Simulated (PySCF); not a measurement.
carbon disulfide (CS2), SMILES S=C=S. Geometry: B3LYP-D3(BJ)/def2-TZVP.

TDA-ωB97X/def2-TZVPD (PySCF) puts the lowest singlet excitations at 3.79, 4.06, 4.06, 7.04, 7.21, 7.31 eV.

Task: What are the lowest excitation roots from PySCF 2.14.0 with ADC(2)/aug-cc-pVDZ? (The exact figures need the calculation; the answer reports its results.)

Result: 4.19, 4.26, 4.26, 6.00, 6.97, 6.97 eV. S1 differs by 0.39 eV (second minus first; roots are paired by order, and the bases may differ).
